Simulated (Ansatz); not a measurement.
This geometry of BH₆N (8 atoms, charge 0, multiplicity 1) is a first-order saddle point.

The calculation used RKS r2SCAN-D4/def2-SVP in Ansatz 0.2.0.

```xyz
8
Properties=species:S:1:pos:R:3
B 0.016 -0.361 0.102
H -0.274 0.339 1.260
H 1.064 0.141 -0.239
H -0.978 -0.178 -0.562
N 0.146 -1.796 0.732
H -0.580 -2.468 0.508
H 1.068 -2.218 0.742
H -0.147 -0.624 1.455
```

Problem. Which two structures does it join? (They come from a converged band through this point; their orientation in space is the band's.)

Solution. Bonds broken: B1–H2, N5–H8. Bonds formed: H2–H8. BH6N becomes BH4N + H2.

Image 0:

```xyz
8
Properties=species:S:1:pos:R:3
B 0.039 -0.125 0.161
H 0.252 0.637 1.095
H 0.938 -0.138 -0.669
H -1.074 0.009 -0.330
N 0.040 -1.631 0.823
H -0.141 -2.348 0.118
H 0.940 -1.847 1.257
H -0.678 -1.721 1.544
```

Image 8:

```xyz
8
Properties=species:S:1:pos:R:3
B 0.150 -0.595 -0.858
H -0.436 -0.341 3.449
H 1.154 0.009 -1.155
H -0.906 -0.398 -1.414
N 0.210 -1.546 0.157
H -0.589 -2.093 0.457
H 1.060 -1.772 0.661
H -0.328 -0.427 2.702
```

Problem. How far does it lie above each of them?

Solution. 1.58 eV above the first and 1.49 eV above the second. This is the barrier of this one path; another mechanism may lie lower. The orbitals stay closed-shell, which can raise the energy where a bond breaks towards radicals; this wasn't checked here.

The run took 2.9 min on 1 thread of Arm Neoverse V2, with other jobs on the host, peak memory 0.11 GiB.
